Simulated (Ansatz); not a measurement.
`N#C[SiH3]` at its PBE0-D4/def2-TZVP geometry, where that method's forces vanish. The species carries charge 0 and has multiplicity 1.

| atom | x (Å) | y (Å) | z (Å) |
| --- | --- | --- | --- |
| N1 | 1.515 | 0.395 | -1.837 |
| C2 | 0.791 | 0.207 | -0.962 |
| Si3 | -0.368 | -0.096 | 0.446 |
| H4 | -0.260 | 1.056 | 1.367 |
| H5 | 0.051 | -1.353 | 1.103 |
| H6 | -1.730 | -0.210 | -0.117 |

Problem. For each bond, give half the difference of the two atoms' forces along it (eV/Å; positive pushes the atoms apart) under PBE-D4, r2SCAN-D4, B3LYP-D4, ωB97M-V in def2-TZVPP. (Estimate.)

Solution. Computed: 
```
  bond  length (Å)  PBE-D4  r2SCAN-D4  B3LYP-D4  ωB97M-V
 N1–C2       1.152    1.52       0.57      0.03    -0.30
C2–Si3       1.848   -0.78      -0.33      0.06     0.32
Si3–H4       1.479    0.10      -0.01     -0.07    -0.14
Si3–H5       1.479    0.10      -0.01     -0.07    -0.14
Si3–H6       1.479    0.10      -0.01     -0.07    -0.14
```

B3LYP here is the variant with VWN-RPA as its local correlation; programs differ in this.
